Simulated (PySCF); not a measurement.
Species: C2H2F2O2.
Numbering: `[O:1]=[C:2]([OH:3])[CH:4]([F:5])[F:6]` (hydrogens: H7 on O3; H8 on C4)

Cartesian coordinates in Å at the PBE0-D3(BJ)/def2-SVP level; atoms count from 1:
```xyz
8
C2H2F2O2 angstrom
O      0.9576   -0.8256   -1.1773
C      0.4608   -0.0360   -0.4309
O      0.7736    1.2564   -0.3572
C     -0.6393   -0.3650    0.5816
F     -0.8036   -1.6873    0.6431
F     -1.7874    0.2062    0.1643
H      1.4469    1.4313   -1.0337
H     -0.3925    0.0281    1.5839
```

Computed, not measured: core-valence-separated Tamm–Dancoff BHandHLYP/aug-pcX-1 (pcseg-1 on H) in PySCF, non-relativistic, gas phase, PBE0-D3(BJ)/def2-SVP geometry. No empirical shift is added; at this level the pattern usually sits a few eV under experiment.

The lowest roots of each edge with f over 0.003 (five at most, numbered afresh; weaker and dark ones are left out), with transition dipoles (au) in the frame of the coordinates:

```
root  edge  E (eV)       μx       μy       μz
   1     C  285.00   0.0769  -0.0227   0.0749
   2     C  288.71   0.0561  -0.0352   0.0275
   3     C  289.96  -0.0203  -0.0854  -0.0238
   4     C  291.08   0.0093   0.0358  -0.0567
   5     C  291.54  -0.0518   0.0001   0.0380
   6     O  529.26  -0.0421   0.0120  -0.0412
   7     O  533.01   0.0279  -0.0080   0.0256
   8     O  533.59   0.0308   0.0120  -0.0284
   9     O  533.72  -0.0099  -0.0102   0.0066
  10     O  534.72  -0.0131  -0.0061   0.0139
  11     F  685.30   0.0362  -0.0118   0.0085
  12     F  686.51   0.0164   0.0122   0.0041
  13     F  686.74   0.0031   0.0378   0.0001
  14     F  687.55   0.0171  -0.0023   0.0074
  15     F  687.69  -0.0008  -0.0227   0.0029
```

Problem. What are the oscillator strengths?

Solution. f = (2/3) ΔE |μ|², with ΔE in hartree (27.2114 eV):

```tsv
root	ΔE (Eh)	|μ|² (au)	f	core hole on
1	10.4734	0.012039	0.084	C2
2	10.6098	0.005142	0.036	C4
3	10.6558	0.008272	0.059	C4
4	10.6970	0.004583	0.033	C4
5	10.7138	0.004127	0.030	C4
6	19.4499	0.003614	0.047	O1
7	19.5879	0.001498	0.020	O3
8	19.6091	0.001899	0.025	O3
9	19.6140	0.000246	0.003	O1
10	19.6505	0.000402	0.005	O1
11	25.1843	0.001522	0.026	F6
12	25.2287	0.000435	0.007	F5
13	25.2372	0.001438	0.024	F5
14	25.2669	0.000352	0.006	F6
15	25.2720	0.000524	0.009	F5
```

Problem. Molecules are fixed in this frame and the field points along z. What effective strengths 3 f cos²θ do the roots have (θ between field and μ)?

Solution. root 1 (C2): 0.118, root 2 (C4): 0.016, root 3 (C4): 0.012, root 4 (C4): 0.069, root 5 (C4): 0.031, root 6 (O1): 0.066, root 7 (O3): 0.026, root 8 (O3): 0.032, root 9 (O1): 0.002, root 10 (O1): 0.008, root 11 (F6): 0.004, root 12 (F5): 0.001, root 13 (F5): 0.000, root 14 (F6): 0.003, root 15 (F5): 0.000. Root 1 is the strongest. Averaged over all orientations cos²θ is 1/3, which gives f back.

The run took about 30 s of CPU time (one thread, shared machine).

One conformer stands for the species.
